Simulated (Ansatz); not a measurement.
Ideal-gas functions of `[CH2][SiH2]O` radical at 500 K and 1 bar, from an Ansatz frequency run at PBE0-D4/def2-TZVP.

Molar mass 61.14 g/mol, point group C1 (symmetry number 1), electronic degeneracy 2, moments of inertia 24.19, 73.034, 88.83 u Å². Harmonic wavenumbers (cm⁻¹, unscaled): 115, 215, 284, 505, 609, 702, 745, 791, 841, 906, 933, 959, 1390, 2201, 2228, 3139, 3234, 3922.

Use S(trans) = R[1.5 ln M + 2.5 ln T − 1.1517]; rotational temperatures θ = 24.2544 K / I; S(rot) = R[ln(√π/σ · √(T³/θAθBθC)) + 1.5]; for each mode x = 1.438777 ν̃/T, S = R[x/(eˣ − 1) − ln(1 − e⁻ˣ)] and H = RT x/(eˣ − 1); 1 cm⁻¹ = 0.0119627 kJ/mol; R = 8.31446 J/(mol·K).

By hand: the entropy, in J/(mol·K).

Translation 170.9. Rotation: θ = 1.0027, 0.3321, 0.273 K, giving 104.7. Vibration, mode by mode: 17.55, 12.44, 10.22, 5.90, 4.64, 3.75, 3.40, 3.07, 2.74, 2.36, 2.22, 2.09, 0.77, 0.11, 0.10, 0.01, 0.01, 0.00, in all 71.4. Electronic 5.8. Sum 352.8 J/(mol·K).

By hand: H − E and G − E in kJ/mol, counted from the electronic energy.

Zero-point energy ½ × 23719 × 0.0119627 = 141.9; thermal vibration 20.0; translation, rotation and pV give 4 RT = 16.6. H − E = 178.5 kJ/mol, and G − E = 178.5 − 500 × 352.8/1000 = 2.1 kJ/mol.

Vibration gives 20 % of the entropy, 17.5 J/(mol·K) of it from the mode under 150 cm⁻¹: soft modes count most, and the harmonic formula is weakest for them. The sum counts one conformer and one mirror image; others add a mixing term.
